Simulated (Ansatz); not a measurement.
# CH6AlCl: the cost of one run

Method: RKS PBE0-D4/def2-SVP, in Ansatz 0.2.0.

## (1) The starting structure

Bond lengths: Al1–C2 2.320 Å, C2–H3 1.110 Å, C2–H4 1.110 Å, C2–H5 1.110 Å, Al1–H6 1.560 Å, Al1–H7 1.560 Å, Al1–Cl8 2.530 Å. Angles: Al1–C2–H3 109.5°, Al1–C2–H4 109.5°, Al1–C2–H5 109.5°, H3–C2–H4 109.4°, H3–C2–H5 109.4°, H4–C2–H5 109.4°, C2–Al1–H6 120.0°, C2–Al1–H7 120.0°, C2–Al1–Cl8 71.6°, H6–Al1–H7 120.0°, H6–Al1–Cl8 105.6°, H7–Al1–Cl8 92.7°.

Structure file:

```xyz
9

Al    0.0000    0.0000    0.0000
C     0.0000    0.0000    2.3200
H    -0.9996   -0.3092    2.6905
H     0.7676   -0.7111    2.6905
H     0.2320    1.0203    2.6905
H     1.3510    0.0000   -0.7800
H    -1.3510    0.0000   -0.7800
Cl   -0.3240   -2.3790    0.7978
H    -0.1783   -1.3093    2.0150
```

## (2) A restrained relaxation towards end A

Springs on the bonds that form and break draw the guess towards this end; the thresholds are loose.

input.yaml

```yaml
crystal:
  periodic: [false, false, false]
  atoms:
    - { symbol: Al, position_ang: [0.0, 0.0, 0.0] }
    - { symbol: C, position_ang: [0.0, 0.0, 2.32] }
    - { symbol: H, position_ang: [-0.9996, -0.3092, 2.6905] }
    - { symbol: H, position_ang: [0.7676, -0.7111, 2.6905] }
    - { symbol: H, position_ang: [0.232, 1.0203, 2.6905] }
    - { symbol: H, position_ang: [1.351, 0.0, -0.78] }
    - { symbol: H, position_ang: [-1.351, 0.0, -0.78] }
    - { symbol: Cl, position_ang: [-0.324, -2.379, 0.7978] }
    - { symbol: H, position_ang: [-0.1783, -1.3093, 2.015] }
basis:
  gaussian: { orbitals: def2-SVP }
hamiltonian:
  xc: pbe0
  dispersion: d4
relax:
  f_tol: 0.15
  max_steps: 25
  restrain:
    - { distance: [0, 7], at: 3.43, k: 30.0 }
    - { distance: [8, 1], at: 2.31, k: 30.0 }
    - { distance: [0, 1], at: 1.97, k: 30.0 }
    - { distance: [8, 7], at: 1.37, k: 30.0 }
```

Run with:

```console
ansatz run input.yaml --threads 1 --pin off --max-ram 2048MiB --backend cpu --events-out ev --progress --plain --runs-dir out
```

**Question.** How long does this run take on 1 thread of Arm Neoverse V1, shared host, and how much memory does it need?

About 27 s, with a peak of 0.15 GiB.
